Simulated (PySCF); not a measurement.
Homolysis of single bonds, series SiH2(OH)-X. All species are isolated molecules in the gas phase. One relaxed conformer stands for each flexible species; it need not be the lowest. Strings in code marks are SMILES.

Method: PBE-D3(BJ)/def2-TZVP // PBE0-D4/def2-TZVP run with PySCF. 

| species | highest occupied spin orbital (eV) |
|---|---|
| radical fragment (`C[CH2]`) | (withheld) |
| radical fragment (`[SiH2]Cl`) | -5.37 |
| whole molecule (`O[SiH2]O` (H–O–Si–O torsion -66°, O–Si–O–H torsion -66°)) | – |
| whole molecule (`N#C[SiH2]O`) | – |
| radical fragment (`N#C[SiH2]`) | -6.10 |
| whole molecule (`O[SiH2]C(O)=O`) | – |

### Question
Some entries are withheld; supply them.

### Answer

- radical fragment (`C[CH2]`), highest occupied spin orbital (eV): -4.54
